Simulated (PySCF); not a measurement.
allene (C₃H₄), SMILES C=C=C. Geometry: PBE0-D3(BJ)/def2-TZVP.

TDDFT-ωB97X/def2-SVPD run with PySCF 2.14.0 puts the lowest singlet excitations at 6.18, 6.41, 7.61, 7.78, 7.78, 8.14 eV.

### Question
What are the lowest excitation roots from ADC(2)/aug-cc-pVDZ run with PySCF 2.14.0? (The exact figures need the calculation; the answer reports its results.)

### Answer
6.30, 6.66, 6.87, 6.87, 7.67, 7.67 eV. S1 differs by 0.12 eV (second minus first; roots are paired by order, and the bases may differ).
